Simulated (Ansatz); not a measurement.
# PO+ (triplet): from Hartree-Fock to the top rungs, def2-TZVPP

An exercise on one series of results from a longer session: the logs are not shown, and one member is left open.

The runs use Ansatz 0.2.0, Gaussian basis; def2-TZVPP, core rule «outside noble gas», up to 6 orbitals frozen.

To be run: UHF; ROHF; CCSD(T) on UHF.

**The geometry**

The geometry is a PBE0/def2-TZVP stationary point (not a proven minimum) of the parent state, kept for this charge and spin.

2 atoms, charge 1, spin multiplicity 3.

Atoms are counted from 1 here; the program's logs count them from 0.

Bond lengths: O1–P2 1.719 Å.

Set-up of the first run:

Input file in.yaml:

```yaml
crystal:
  periodic: [false, false, false]
  atoms:
    - {symbol: O, position_ang: [0.000000, 0.000000, 0.000000]}
    - {symbol: P, position_ang: [0.000000, 0.000000, 1.718900]}
basis:
  gaussian: {orbitals: def2-TZVPP}
total_charge: 1
magnetization: {spin_polarized: true, initial_magnetization: 2}
hamiltonian: {xc: hf}
output: {orbitals: {seedname: orbitals}}
```

Command:

```sh
> ansatz run in.yaml --threads 1 --pin off --events-out ev --progress --plain --max-ram 4096MiB --backend cpu
```

Among the steps run: UHF; ROHF; CCSD(T) on UHF.

One table of the session follows, with a row left open; its other results are not shown here.

It belongs to the step «Misses and costs». 

| method | from UCCSD(T) (meV) |
| --- | --- |
| ROHF | +8991.5 |
| UHF | +8667.7 |
| UMP2 | ? |
| UCCSD | +404.5 |
| UCCSD(T) | 0 |

**Question.** Estimate the row for UMP2.

**Answer.** from UCCSD(T) (meV): +1192.5. In the column «from UCCSD(T) (meV)» it lies between UCCSD (+404.5) and UHF (+8667.7).
